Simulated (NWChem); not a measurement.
System: hydrogen cyanide (CHN); SMILES C#N

Input file for NWChem:

```
start job
memory heap 200 mb stack 900 mb global 1100 mb
geometry units angstroms noautoz
  C      0.000000     0.000000    -0.491549
  N      0.000000     0.000000     0.662233
  H      0.000000     0.000000    -1.571109
end
basis spherical
  * library def2-tzvpd
end
dft
  xc b3lyp
  iterations 150
  mulliken
end
task dft energy
```

Geometry: optimised at PBE0/def2-SVP.

Q: What results follow from this input? (B3LYP/def2-TZVPD.) Quantities: energy (Ha); highest occupied level (eV); orbital gap (eV); dipole (D).

A: 
| Quantity | Result |
|---|---|
| energy (Ha) | -93.46 |
| highest occupied level (eV) | -10.13 |
| orbital gap (eV) | 9.89 |
| dipole (D) | 3.05 |
